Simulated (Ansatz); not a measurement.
**Which is lower?**

Two isomers of CH7Si2 (charge -1), closed shell, relaxed at PBE0-D4/def2-TZVPD (vibrations not checked).

A:

```xyz
10
angstrom
Si -1.2163 0.8847 -0.6702
C 1.1691 -0.7346 0.8303
Si -0.5029 -1.2778 -0.0391
H -2.3464 0.8954 -1.6710
H -0.2259 1.8608 -1.2799
H -1.7820 1.7066 0.4658
H 0.0629 -1.5413 -1.4472
H 1.7742 -1.6233 1.0450
H 0.9490 -0.2610 1.7938
H 1.7845 -0.0406 0.2473
```

B:

C1  (-1.614, 0.572, -0.627)
Si2  (0.262, 0.700, -0.295)
Si3  (1.309, -0.923, 1.043)
H4  (-1.838, -0.384, -1.109)
H5  (-1.988, 1.381, -1.265)
H6  (0.438, 2.108, 0.232)
H7  (0.865, 0.807, -1.679)
H8  (0.620, -2.063, 0.269)
H9  (0.205, -0.813, 2.112)
H10  (-2.158, 0.596, 0.321)
(Å)

Ansatz 0.2.0; basis: def2-TZVPPD; cores frozen in the correlated methods. B3LYP uses VWN-RPA correlation.

(1) Which structure is lower at CCSD(T), and by how much? (Judge from chemistry; the value comes from the calculation.)

T1 diagnostic: at most 0.015.

## Answers

(1) Computed: B, by 20.6 kJ/mol (electronic energy, against the other). By their contacts, A is CH₇Si₂ ([CH3][SiH][SiH3]), total charge -1 and B is CH₇Si₂ ([CH3][SiH2][SiH2]), total charge -1.

All methods give the same order:

```json
{"method": "PBE-D4", "E(B) − E(A) (kJ/mol)": "-20.6"}
{"method": "r2SCAN-D4", "E(B) − E(A) (kJ/mol)": "-23.0"}
{"method": "PBE0-D4", "E(B) − E(A) (kJ/mol)": "-22.0"}
{"method": "B3LYP-D4", "E(B) − E(A) (kJ/mol)": "-19.7"}
{"method": "wB97M-V", "E(B) − E(A) (kJ/mol)": "-21.6"}
{"method": "HF", "E(B) − E(A) (kJ/mol)": "-21.7"}
{"method": "MP2", "E(B) − E(A) (kJ/mol)": "-20.4"}
{"method": "CCSD", "E(B) − E(A) (kJ/mol)": "-21.0"}
{"method": "CCSD(T)", "E(B) − E(A) (kJ/mol)": "-20.6"}
```

Labels in which every atom is bracketed show which atoms are joined, not bond orders.
